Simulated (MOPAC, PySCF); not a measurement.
System: HS, net charge -1, singlet state. SMILES: [SH-]
Structure (B3LYP-D3(BJ)/def2-TZVP (Ansatz) minimum search):
```
S
H 1 1.3491
```
Charge -1, spin multiplicity 1.

Unscaled harmonic wavenumbers (cm⁻¹) in rising order, each level at the stationary point that it reaches from this structure (no distance between atoms moves by over 0.3 Å); the order of modes can differ between levels, and a negative number is imaginary. B3LYP-D3(BJ)/def2-TZVP (PySCF, at the structure above): 2598.

AM1 (MOPAC): 2171. Zero-point energy 3.1 against 3.7 kcal/mol; where all levels lie over 400 cm⁻¹, the wavenumbers are on average 0.836 times those of B3LYP-D3(BJ)/def2-TZVP.

PM6 (MOPAC): 2774. Zero-point energy 4.0 against 3.7 kcal/mol; where all levels lie over 400 cm⁻¹, the wavenumbers are on average 1.068 times those of B3LYP-D3(BJ)/def2-TZVP.
